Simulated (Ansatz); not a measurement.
# Worked example: correlation energy of HB–CH⁺, triplet

Geometry: that of the HB–CH, doublet, kept fixed.

```xyz
4

B     0.0000    0.0000    0.6493
C     0.0000    0.0000   -0.7007
H     0.0000    0.0000    1.8218
H     0.0000    0.0000   -1.7703
```

Basis cc-pVDZ; Ansatz 0.2.0. Only valence electrons are correlated (noble-gas cores frozen), which leaves 8 electrons in 36 orbitals. R marks a restricted (for open shells ROHF) determinant, U an unrestricted one.

Full CI isn't at hand for all of this; UCCSDT(Q) serves as the reference, and is uncertain by about the last step of the cluster series.

Runs differ by some tens of microhartree through their thresholds and, for an open shell, their frozen cores, so steps under 0.03 kcal/mol mean nothing.

```tsv
level	total energy (hartree)
UHF	-63.312236
UMP2	-63.443458
UCCSD	-63.472474
UCCSD(T)	-63.475992
UCCSDT	-63.476780
UCCSDT(Q)	-63.476940
```

What is the correlation energy at UCCSDT(Q), and what share of it do UMP2 and UCCSD recover?

E(corr) = -63.476940 − (-63.312236) = -0.164704 hartree = -4.482 eV. UMP2: -0.131222 / -0.164704 = 79.67 %. UCCSD: -0.160238 / -0.164704 = 97.29 %.

By how many kcal/mol does UCCSD(T) miss UCCSDT(Q) (1 hartree = 627.509 kcal/mol), and which steps make up the rest?

-63.475992 − (-63.476940) = 0.000948 hartree = 0.59 kcal/mol. Steps: UCCSDT − UCCSD(T) = -0.49, UCCSDT(Q) − UCCSDT = -0.10 kcal/mol. That is within 1 kcal/mol of the reference in this basis, which itself misses far more of the correlation at the basis-set limit.
